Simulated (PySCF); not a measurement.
These are PySCF with TPSSh-D3(BJ)/def2-TZVP // B3LYP-D3(BJ)/def2-TZVP values and carry that method's errors. Gas-phase values, no solvent. One relaxed conformer stands for a flexible species; it need not be the lowest. Excitations are Tamm–Dancoff values on a coarser integration grid. The basis has no diffuse functions, so Rydberg states are missing or too high.

Reference species (SMILES): `C=C` (neutral, multiplicity 1).

HOMO: -7.20 eV
HOMO–LUMO gap: 6.91 eV
brightest of the four lowest singlets (TDA): 8.51 eV

After one change: the HOMO rises by 1.01 eV; the HOMO–LUMO gap falls by 0.71 eV; the brightest of the four lowest singlets (TDA) drops by 1.47 eV.

Which change was made? The new species is one of these.
A. `C=CC1CC1` (C–C–C–C torsion 145°)
B. `C=CCl`
C. `C=COC` (C–C–O–C torsion 178°)
D. `BC=C`

A, `C=CC1CC1` (C–C–C–C torsion 145°)
